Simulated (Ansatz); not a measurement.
Species: CH₃O, SMILES `C[O]` (charge 0, multiplicity 2).

Give a relaxed geometry from r2SCAN-D4/def2-SVP in Ansatz (a program for electronic structure).

the end point of this relaxation (outside a Z-matrix the atoms follow the SMILES, hydrogens last).
Cartesian coordinates (Å) in one orientation:
```xyz
5

C      0.006    -0.017     0.060
O      0.011     1.314    -0.164
H      0.945    -0.538    -0.230
H     -0.309    -0.311     1.086
H     -0.782    -0.432    -0.617
```
